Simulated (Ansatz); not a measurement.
C₃H₆O₃ (`O=C(O)CCO`). Total charge 0; spin multiplicity 1. Geometry: relaxed with PBE0-D4/def2-TZVP. It is one conformer, not always the lowest.

```xyz
12

O     1.552    1.209   -0.672
C     0.993    0.150   -0.755
O     0.910   -0.539   -1.905
C     0.321   -0.553    0.391
C    -0.729    0.341    1.031
O    -1.771    0.670    0.142
H     1.362   -0.009   -2.577
H     1.095   -0.784    1.130
H    -0.116   -1.496    0.055
H    -1.112   -0.142    1.939
H    -0.268    1.287    1.321
H    -2.237   -0.134   -0.099
```

(1) What is the dipole moment at r2SCAN/def2-TZVPP? (Best estimate.)

(2) And with PBE, B3LYP, ωB97M-V? (Best estimate.)

(3) Give the Mulliken charges with r2SCAN, B3LYP, ωB97M-V in def2-TZVPP. (Estimate.)

## Answers

(1) Ansatz gave: 2.84 D, with components (-0.53, -2.79, 0.22) D in this frame, pointing from negative to positive charge.

(2) The calculation gave: PBE 2.75 D, B3LYP 2.87 D, ωB97M-V 2.88 D.

(3) Computed: 
```json
{"atom": "O1", "r2SCAN": "-0.35", "B3LYP": "-0.31", "ωB97M-V": "-0.33"}
{"atom": "C2", "r2SCAN": "0.32", "B3LYP": "0.29", "ωB97M-V": "0.31"}
{"atom": "O3", "r2SCAN": "-0.28", "B3LYP": "-0.27", "ωB97M-V": "-0.26"}
{"atom": "C4", "r2SCAN": "-0.06", "B3LYP": "-0.12", "ωB97M-V": "-0.18"}
{"atom": "C5", "r2SCAN": "0.14", "B3LYP": "0.04", "ωB97M-V": "-0.02"}
{"atom": "O6", "r2SCAN": "-0.36", "B3LYP": "-0.34", "ωB97M-V": "-0.32"}
{"atom": "H7", "r2SCAN": "0.23", "B3LYP": "0.21", "ωB97M-V": "0.20"}
{"atom": "H8", "r2SCAN": "0.05", "B3LYP": "0.08", "ωB97M-V": "0.11"}
{"atom": "H9", "r2SCAN": "0.04", "B3LYP": "0.07", "ωB97M-V": "0.10"}
{"atom": "H10", "r2SCAN": "0.04", "B3LYP": "0.08", "ωB97M-V": "0.10"}
{"atom": "H11", "r2SCAN": "0.05", "B3LYP": "0.09", "ωB97M-V": "0.11"}
{"atom": "H12", "r2SCAN": "0.19", "B3LYP": "0.18", "ωB97M-V": "0.17"}
```

B3LYP here is the variant with VWN-RPA as its local correlation; programs differ in this.
